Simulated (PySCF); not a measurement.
NMR problem set

- J couplings at B3LYP/pcJ-1 (spin–dipole term left out of most H,H and C,H couplings)
- geometry: PBE0-D3(BJ)/def2-SVP
- NMR shieldings at PBE0/pcSseg-1/GIAO
- run in PySCF 2.14.0 with density-fitted response routines
- no solvent, no relativistic terms, averaged over atoms made equivalent by symmetry, fast rotation or ring inversion, a single conformation

δ = σ(ref) − σ, references computed at the same level: ¹H, ¹³C vs TMS. Multiplet labels drop J under 1 Hz and among equivalent protons, and merge close values. Unscaled 3J(H,H) run several per cent high. Shifts are as computed. Against solution values, carbons near 30 ppm lie about +2 ppm off and those near 130 ppm about +5 ppm. Of 1211 compounds with measured shifts, 218 miss one by over three times the rms of a fit or turn the order of signals round; such compounds aren't used in these exercises.

(1) C5H6O. ¹H NMR (400 MHz, computed): δ 5.78 (t, J = 8.8 Hz, 1H), 5.37 (d, J = 8.8 Hz, 2H), 2.23 (s, 3H). ¹³C{¹H} NMR (computed): δ 231.7, 198.3, 101.2, 83.1, 28.8. What is it?

(2) C5H6O. ¹H NMR (300 MHz, computed): δ 6.21 (dt, J = 7.7, 2.5 Hz, 2H), 4.53 (dt, J = 7.7, 3.8 Hz, 2H), 2.87 (tt, J = 3.8, 2.5 Hz, 2H). ¹³C{¹H} NMR (computed): δ 148.0, 106.3, 23.4. Give a structure.

Answers

(1) SMILES C=C=CC(C)=O. The formula gives 3 degrees of unsaturation (no ring in the answer). 5 carbon signals for 5 carbons: no two carbons are equivalent. Carbon types of the structure: 2 × C, 1 × CH, 1 × CH2, 1 × CH3, which accounts for all hydrogens. δC 231.7: central carbon of an allene; the central sp carbon of an allene is among the most deshielded carbons of hydrocarbons. δC 198.3: ketone carbonyl carbon; low-lying n→π* states of the double bond to the heteroatom give a large paramagnetic term (-263 ppm). δC 101.2, 83.1: terminal carbon of a cumulated C=C=C unit. δH 2.23: hydrogen on a methyl carbon α to a carbonyl; α to C=O.

The shifts were computed for this structure.

(2) SMILES C1=COC=CC1. The formula gives 3 degrees of unsaturation (1 ring in the answer). 3 carbon signals for 5 carbons: some carbons are equivalent by symmetry or fast rotation. Carbon types of the structure: 4 × CH, 1 × CH2, which accounts for all hydrogens. δC 148.0: alkene carbon bearing oxygen; an sp2 carbon further deshielded by the attached heteroatom. δC 106.3: β carbon of an enol-ether or enamine type C=C; the O or N lone pair pushes π density onto this β carbon and shields it. δH 6.21: hydrogen on an alkene carbon bearing oxygen; attached to an sp2 carbon and in the plane of the double bond. δH 2.87: hydrogen on an allylic sp3 CH2; allylic position. The protons at 4.53 and 6.21 share a coupling of 7.7 Hz (vicinal, cis across C=C). The protons at 4.53 and 2.87 share a coupling of 3.8 Hz (vicinal).

The data come from this structure; uniqueness wasn't tested.
